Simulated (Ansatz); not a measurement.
# CH6AlO+ (SMILES C[OH+][AlH2]): functionals against CCSD(T) at one geometry

One table from this session's results is given with a row withheld; the runs are named, their logs left out.

Method: single points in def2-TZVPP; program: Ansatz 0.2.0, Gaussian basis.

Correlated methods freeze the cores.

**Starting geometry**

SMILES `C[OH+][AlH2]`, 9 atoms, charge 1, spin multiplicity 1.

Atoms are counted from 1 here; the program's logs count them from 0.

Bond lengths: C1–O2 1.425 Å, C1–H4 1.102 Å, C1–H5 1.244 Å, C1–H6 0.835 Å, O2–Al3 1.878 Å, O2–H7 0.859 Å, Al3–H8 1.780 Å, Al3–H9 1.392 Å. Angles: O2–C1–H4 123.7°, O2–C1–H5 100.8°, O2–C1–H6 111.2°, H4–C1–H5 108.7°, H4–C1–H6 111.3°, H5–C1–H6 97.2°, C1–O2–Al3 112.8°, C1–O2–H7 138.8°, Al3–O2–H7 107.5°, O2–Al3–H8 108.7°, O2–Al3–H9 126.6°, H8–Al3–H9 124.6°.

Geometry (Å):

| atom | x (Å) | y (Å) | z (Å) |
| --- | --- | --- | --- |
| C1 | -0.2535 | 1.1062 | -0.4141 |
| O2 | 0.3939 | -0.1590 | -0.5232 |
| Al3 | 0.3235 | -1.1520 | 1.0690 |
| H4 | -0.8777 | 1.4015 | 0.4445 |
| H5 | -0.9618 | 1.0952 | -1.4361 |
| H6 | 0.2550 | 1.7260 | -0.6467 |
| H7 | 0.9264 | -0.5677 | -1.0584 |
| H8 | 1.3436 | -2.5987 | 0.8848 |
| H9 | -0.4284 | -0.8529 | 2.2019 |

Set-up of the first run:

run/in.yaml

```yaml
crystal:
  periodic: [false, false, false]
  atoms:
    - {symbol: C, position_ang: [-0.253500, 1.106200, -0.414100]}
    - {symbol: O, position_ang: [0.393900, -0.159000, -0.523200]}
    - {symbol: Al, position_ang: [0.323500, -1.152000, 1.069000]}
    - {symbol: H, position_ang: [-0.877700, 1.401500, 0.444500]}
    - {symbol: H, position_ang: [-0.961800, 1.095200, -1.436100]}
    - {symbol: H, position_ang: [0.255000, 1.726000, -0.646700]}
    - {symbol: H, position_ang: [0.926400, -0.567700, -1.058400]}
    - {symbol: H, position_ang: [1.343600, -2.598700, 0.884800]}
    - {symbol: H, position_ang: [-0.428400, -0.852900, 2.201900]}
basis:
  gaussian: {orbitals: def2-TZVPP}
total_charge: 1
correlation: {method: ccsd_t}
output: {forces: true}
```

The command line of these runs was not kept.

Among the steps run: CCSD(T)/def2-TZVPP; PBE0-D4/def2-TZVPP; wB97M-V/def2-TZVPP; r2SCAN-D4/def2-TZVPP; PBE-D4/def2-TZVPP; wB97X-V/def2-TZVPP; B97M-V/def2-TZVPP.

One table of the session follows, with a row left open; its other results are not shown here.

| method | RMS force component (eV/Å) | angle to CCSD(T) forces (°) |
| --- | --- | --- |
| CCSD(T) | 5.844 | reference |
| PBE0-D4 | ? | ? |
| wB97M-V | 5.787 | 0.7 |
| r2SCAN-D4 | 5.807 | 0.5 |
| PBE-D4 | 5.849 | 1.9 |
| wB97X-V | 5.877 | 0.5 |
| B97M-V | 5.753 | 0.9 |

Q: Estimate the row for PBE0-D4 from the others.

**Answer.** RMS force component (eV/Å): 5.852; angle to CCSD(T) forces (°): 1.2. In the column «RMS force component (eV/Å)» it lies between PBE-D4 (5.849) and wB97X-V (5.877).
